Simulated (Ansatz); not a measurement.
CCSD(T) against full CI for several species

Each species is computed at the geometry given (Å), with frozen cores, in Ansatz 0.2.0: RHF-CCSD(T) for singlets, UHF-CCSD(T) otherwise, and full CI in the same basis. The program picks the determinant by a search with trial CCSD, so it needn't be the lowest Hartree–Fock solution. States: SF⁺ triplet Σ⁻ or Δ, AlLi triplet Π, BeH3⁺ singlet A1. Cases whose determinant has another symmetry than full CI's state, or lies over 0.5 eV above the lowest of its kind, whose (Q) step broke down or whose higher cluster runs on it stay over 0.1 eV above full CI weren't drawn.

Judging by size, spin and bonding and the diagnostics given, rank them by the size of CCSD(T)'s error in total energy against full CI in the same basis, smallest first (an estimate).
A. BeH3⁺, singlet, cc-pVTZ: Be 0.000 0.000 0.096; H 0.000 0.390 -1.540; H 0.000 0.000 2.220; H 0.000 -0.390 -1.540. T1 0.019, (T) -21 meV in a correlation energy of -2.54 eV
B. AlLi, triplet, aug-cc-pVTZ: Al 0.000 0.000 0.000; Li 0.000 0.000 2.916. T1 0.023, (T) -80 meV in a correlation energy of -1.83 eV
C. SF⁺, triplet, 6-31G: F 0.000 0.000 0.000; S 0.000 0.000 1.225. T1 0.013, (T) -54 meV in a correlation energy of -4.00 eV

A (5.5 meV), C (12.8 meV), B (29.9 meV).

```
       species        basis  correlated electrons  CCSD(T) − full CI (meV)  CCSDT(Q) − full CI (meV)  unpaired electrons (full CI)     T1  ⟨S²⟩ of the determinant
BeH3⁺, singlet      cc-pVTZ                     4                      5.5                       0.1                          0.15  0.019                     0.00
  SF⁺, triplet        6-31G                    12                     12.8                      -0.7                          2.01  0.013                     2.01
 AlLi, triplet  aug-cc-pVTZ                     4                     29.9                       0.1                          2.06  0.023                     2.03
```

Unpaired electrons are Σ n²(2−n)² over natural occupations; an open shell counts its own unpaired electrons too. Frozen cores follow each run's orbitals, which moves totals by a few meV. RHF is unstable for BeH3⁺, singlet in cc-pVTZ: UHF reaches ⟨S²⟩ = 0.51.
